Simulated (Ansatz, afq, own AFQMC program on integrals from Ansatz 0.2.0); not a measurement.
F, doublet → F, quartet

A free F atom.

E(quartet, charge +0) − E(doublet, charge +0) at this geometry, on UHF and UHF determinants.

Basis aug-cc-pVTZ. Noble-gas cores (and the filled d shells of Ga–Kr and In–Xe) are frozen. Integrals, coupled cluster, full CI and functionals: Ansatz 0.2.0; the random walks run on the same integrals in our own AFQMC program. ph-AFQMC/CISD is guided by a CISD state made of CCSD amplitudes; releasing the constraint for a short imaginary time cuts its bias at the price of noise, slowly where states lie close. Uncertainties: one standard error, sampling alone. The errors of all members are added in quadrature.

No full CI on the walks' own integrals is used here; CCSDT(Q) serves as the reference and is uncertain by about the last step of the cluster series. Each member takes its own surest rung, up to full CI.

Errors are counted within aug-cc-pVTZ, not against nature.

Cautions: F (doublet): the ph-AFQMC/HF walk drifts between its halves (2.0 errors); F (quartet): another spin lies lower.

Reference (CCSDT(Q)): 1310.3 kJ/mol.

```
         level  vertical spin gap (kJ/mol)  error against CCSDT(Q) (kJ/mol)
            HF                      1188.8                           -121.5
           MP2                      1319.9                              9.6
          CCSD                      1306.5                             -3.8
       CCSD(T)                      1310.4                              0.0
         CCSDT                      1310.2                             -0.1
   ph-AFQMC/HF                1312.8 ± 1.7                        2.4 ± 1.7
 ph-AFQMC/CISD                1310.2 ± 0.2                       -0.1 ± 0.2
released AFQMC                1310.2 ± 0.3                       -0.2 ± 0.3
```

Correlation beyond CCSD(T) changes it by less than 2 meV. The perturbative (T) step is worth +3.9 kJ/mol.

A walk keeps the symmetry of its determinant, which the program's search chose and which needn't be the lowest solution, so a lower state of the same spin and another symmetry isn't excluded. Released energies are given only where the last usable release times agree within the noise; a slower fall can still hide under it.
